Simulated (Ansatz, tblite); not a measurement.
# The cluster Au₂S₂−: a ladder of methods and basis sets

An exercise on one series of results from a longer session: the logs are not shown, and one member is left open.

Program: Ansatz 0.2.0, Gaussian basis. Level of theory: as each input shows. These are calculated values, not measurements.

The runs, in order: GFN1-xTB, GFN2-xTB, PBE-D4/def2-TZVPD, r2SCAN-D4/def2-TZVPD, HF/def2-TZVPD, LDA/def2-TZVPD, BHLYP-D4/def2-TZVPD, HSE06-D4/def2-TZVPD, ωB97X-V/def2-TZVPD, PBE-D4/def2-SVPD, PBE0-D4/def2-SVPD, CCSD(T)/def2-SVPD, MP2/def2-TZVPD, RPA/def2-TZVPD.

### The relaxed structure

The geometry is that of the doublet, from an earlier relaxation (PBE-D4/def2-SVPD). At that level it is the lowest of the isomers that a small search found.

4 atoms, charge -1, spin multiplicity 2.

Bond lengths: Au1–S4 2.292 Å, Au2–S3 2.252 Å, Au2–S4 2.284 Å. Angles: S3–Au2–S4 176.3°, Au1–S4–Au2 103.7°.

Au takes a core potential in the def2 sets. No spin-orbit coupling is included. The ion is computed in the gas phase, without counter-ions or solvent.

PBE0-D4/def2-TZVPD was run before; its log isn't repeated, and its numbers join the tables.

The first run:

Tight binding, by tblite at 300 K electronic temperature and without a spin-polarisation term:

```python
tblite.interface.Calculator('GFN1-xTB', numbers, positions, charge=-1, uhf=1).singlepoint()
```

Tight binding, by tblite at 300 K electronic temperature and without a spin-polarisation term:

```python
tblite.interface.Calculator('GFN2-xTB', numbers, positions, charge=-1, uhf=1).singlepoint()
```

start.molden holds the orbitals of an earlier run on this state, given as this run's starting guess.

in.yaml

```yaml
crystal:
  periodic: [false, false, false]
  atoms:
    - {symbol: Au, position_ang: [2.398611, -0.671085, -1.080138]}
    - {symbol: Au, position_ang: [-0.790959, 0.174437, 0.356304]}
    - {symbol: S, position_ang: [-2.707713, -0.629941, 1.223590]}
    - {symbol: S, position_ang: [1.100071, 1.126579, -0.499746]}
basis:
  gaussian: {orbitals: def2-TZVPD, initial_orbitals: start.molden}
total_charge: -1
magnetization: {spin_polarized: true, initial_magnetization: 1}
hamiltonian: {xc: pbe, dispersion: d4}
scf: {omitted_lower_state_checks: [starts]}
output: {orbitals: {seedname: orbitals}}
```

On the command line:

```console
$ ansatz run in.yaml --threads 4 --pin off --events-out ev --progress --plain --max-ram 3916MiB
```

Among the steps run: PBE-D4/def2-TZVPD; r2SCAN-D4/def2-TZVPD; HF/def2-TZVPD; LDA/def2-TZVPD; BHLYP-D4/def2-TZVPD; HSE06-D4/def2-TZVPD; ωB97X-V/def2-TZVPD; PBE-D4/def2-SVPD; PBE0-D4/def2-SVPD; CCSD(T)/def2-SVPD; MP2/def2-TZVPD; RPA/def2-TZVPD.

One of the session's tables, all rows but one given; the rest of the session is left out.

It belongs to the step «Levels side by side». 

```
               level  HOMO (eV)  LUMO (eV)  gap (eV)
       HF/def2-TZVPD      -4.01       3.05      7.06
      LDA/def2-TZVPD          ?          ?         ?
    PBE-D4/def2-SVPD      -0.96      -0.50      0.45
   PBE-D4/def2-TZVPD      -0.96      -0.46      0.50
r2SCAN-D4/def2-TZVPD      -1.09      -0.20      0.89
   PBE0-D4/def2-SVPD      -1.82       0.57      2.38
  PBE0-D4/def2-TZVPD      -1.82       0.56      2.38
 HSE06-D4/def2-TZVPD      -1.44       0.22      1.66
 BHLYP-D4/def2-TZVPD      -2.71       1.27      3.98
  ωB97X-V/def2-TZVPD      -3.92       2.29      6.21
```

Q: Estimate the row for LDA/def2-TZVPD from the others.

As computed: HOMO (eV): -1.17; LUMO (eV): -0.81; gap (eV): 0.37. In the column «HOMO (eV)» it lies between HSE06-D4/def2-TZVPD (-1.44) and r2SCAN-D4/def2-TZVPD (-1.09).
